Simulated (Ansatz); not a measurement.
Basis-set extrapolation for C$_{3}$H$_{3}$O, SMILES `C#CC[O]` radical (PBE0-D4/def2-TZVP geometry, frozen core, Ansatz 0.2.0). Multiplicity 2, UHF reference.

```tsv
	def2-TZVPP	def2-QZVPP
HF	-190.166685	-190.174823
MP2 correlation	-0.650494	-0.697831
CCSD(T) correlation	-0.710883	not run
```

Energies in hartree. Use E(X) = E(∞) + A·exp(−7.88·√X) for Hartree–Fock and E(X) = E(∞) + B·X^(−2.97) for correlation, with X = 3 and 4, and add CCSD(T) minus MP2 of the smaller set to the MP2 limit.

Task: What is the CCSD(T) energy at the basis-set limit?

Result: HF limit: -190.174823 + (-0.008138) × 0.13774 = -190.17594. MP2 limit: -0.697831 + (-0.047337) × 0.74074 = -0.73290. Higher-order term: -0.710883 − (-0.650494) = -0.06039. Total: -190.96923 hartree, 57.5 kcal/mol below CCSD(T)/def2-TZVPP.
